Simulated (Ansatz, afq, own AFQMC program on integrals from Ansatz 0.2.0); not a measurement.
C$_{2}$H, doublet in cc-pVDZ, levels against CCSDTQ

```xyz
3

C     0.0000    0.0000    0.0447
C     0.0000    0.0000   -1.1555
H     0.0000    0.0000    1.1107
```

Connectivity, by distances: CH–C.

Basis cc-pVDZ. Noble-gas cores (and the filled d shells of Ga–Kr and In–Xe) are frozen. Integrals, coupled cluster, full CI and functionals: Ansatz 0.2.0; the random walks run on the same integrals in our own AFQMC program. The CISD trial takes its coefficients from CCSD amplitudes. Released means that phaseless walkers are propagated on without the constraint, phases kept. Free projection: walkers drawn from exp(T), propagated without any constraint. Its projection time is finite, and what remains of the start isn't in its error. ± is one standard error of the sampling.

Determinant: ROHF, the one that the program's search chose, which needn't be the lowest solution. The geometry is a PBE0/def2-TZVP stationary point of this or a neighbouring charge and spin state.

No full CI on the walks' own integrals is used here; CCSDTQ serves as the reference and is uncertain by about the last step of the cluster series.

Cautions: a spin-contaminated unrestricted determinant lies lower (UHF 413 meV lower, ⟨S²⟩ 1.11); the released energies are still falling, so no released level is given (meV from the phaseless value at times in 1/Eh: -9 ± 3 at 0.24, -15 ± 7 at 0.51, -32.0 ± 2.4 at 0.99, -37 ± 3 at 1.62, -42 ± 4 at 2.40), though the last usable value meets CCSDTQ within the noise; the ph-AFQMC/HF walk drifts between its halves (2.3 errors).

```
T1 diagnostic                               : 0.0281
weight of the determinant in the CISD state : 0.874
size of the correlated space                : 9 electrons in 31 orbitals
```

```json
{"level": "MP2", "correlation energy (eV)": "-6.1748"}
{"level": "CCSD", "correlation energy (eV)": "-6.7124"}
{"level": "CCSD(T)", "correlation energy (eV)": "-7.0006"}
```

**Question.** Estimate where free-projection AFQMC lies against CCSD(T) on the same integrals.

**Answer.** 1.81 ± 0.31 mEh below CCSD(T).

Reference: CCSDTQ, correlation energy -7.046 eV.

```
        level  E − E(reference) (mEh)  share of correlation (%)
      CCSD(T)                    1.67                     99.36
        CCSDT                    0.91                     99.65
     CCSDT(Q)                   -0.10                    100.04
  ph-AFQMC/HF            10.97 ± 0.89                     95.76
ph-AFQMC/CISD             1.75 ± 0.17                     99.32
   free AFQMC            -0.15 ± 0.31                    100.06
```

CCSDT and higher add their correlation energy to the determinant of the CCSD(T) run, since their own runs factorise the integrals more tightly (a shift of under 2 meV). Free projections are given only where their last times agree within the noise and don't stop above the reference; a slow remainder of the start can still hide under it. A walk keeps the symmetry of its determinant, which the program's search chose and which needn't be the lowest solution, so a lower state of the same spin and another symmetry isn't excluded.
